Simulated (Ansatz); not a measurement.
# Si2NH5: single points off equilibrium

The task here is to estimate one member of a computed series from the others.

The runs use Ansatz 0.2.0, Gaussian basis; single points in def2-TZVPP.

Correlated methods freeze the cores.

## The starting structure

SMILES `N1[SiH2][SiH2]1`, 8 atoms, charge 0, spin multiplicity 1.

Atoms are counted from 1 here; the program's logs count them from 0.

Bond lengths: N1–Si2 1.703 Å, N1–Si3 1.689 Å, N1–H4 0.996 Å, Si2–Si3 2.202 Å, Si2–H5 1.512 Å, Si2–H6 1.604 Å, Si3–H7 1.489 Å, Si3–H8 1.493 Å. Angles: Si2–N1–Si3 80.9°, Si2–N1–H4 134.6°, Si3–N1–H4 144.5°, N1–Si2–Si3 49.3°, N1–Si2–H5 120.7°, N1–Si2–H6 115.2°, Si3–Si2–H5 128.1°, Si3–Si2–H6 124.6°, H5–Si2–H6 105.9°, N1–Si3–Si2 49.8°, N1–Si3–H7 122.1°, N1–Si3–H8 116.0°, Si2–Si3–H7 129.9°, Si2–Si3–H8 127.8°, H7–Si3–H8 100.9°.

Geometry (Å):

```
N    -0.6464   -0.2282   -0.6162
Si    0.0724    1.1534    0.0733
Si    0.5103   -0.9859    0.3541
H    -1.3743   -0.3806   -1.2794
H     0.8093    2.1518   -0.7903
H    -0.8845    2.0190    1.0257
H     1.6001   -1.8221   -0.2216
H    -0.0169   -1.8972    1.4120
```

Set-up of the first run:

run/in.yaml reads:

```yaml
crystal:
  periodic: [false, false, false]
  atoms:
    - {symbol: N, position_ang: [-0.646400, -0.228200, -0.616200]}
    - {symbol: Si, position_ang: [0.072400, 1.153400, 0.073300]}
    - {symbol: Si, position_ang: [0.510300, -0.985900, 0.354100]}
    - {symbol: H, position_ang: [-1.374300, -0.380600, -1.279400]}
    - {symbol: H, position_ang: [0.809300, 2.151800, -0.790300]}
    - {symbol: H, position_ang: [-0.884500, 2.019000, 1.025700]}
    - {symbol: H, position_ang: [1.600100, -1.822100, -0.221600]}
    - {symbol: H, position_ang: [-0.016900, -1.897200, 1.412000]}
basis:
  gaussian: {orbitals: def2-TZVPP}
correlation: {method: ccsd_t}
output: {forces: true}
```

The command line of these runs was not kept.

Steps of the session up to this table: CCSD(T)/def2-TZVPP; PBE0-D4/def2-TZVPP; wB97M-V/def2-TZVPP; r2SCAN-D4/def2-TZVPP; PBE-D4/def2-TZVPP; CAM-B3LYP-D4/def2-TZVPP; wB97X-V/def2-TZVPP.

One table of the session follows, with a row left open; its other results are not shown here.

| method | RMS force component (eV/Å) | angle to CCSD(T) forces (°) | dipole (D) |
| --- | --- | --- | --- |
| CCSD(T) | 0.872 | reference | 1.04 |
| PBE0-D4 | 0.746 | 5.7 | 1.08 |
| wB97M-V | ? | ? | ? |
| r2SCAN-D4 | 0.765 | 4.9 | 1.13 |
| PBE-D4 | 0.800 | 9.9 | 1.12 |
| CAM-B3LYP-D4 | 0.760 | 7.3 | 0.99 |
| wB97X-V | 0.783 | 5.2 | 1.05 |

Estimate the missing values for wB97M-V.

As computed: RMS force component (eV/Å): 0.809; angle to CCSD(T) forces (°): 4.6; dipole (D): 1.03. In the column «RMS force component (eV/Å)» it lies between PBE-D4 (0.800) and CCSD(T) (0.872).
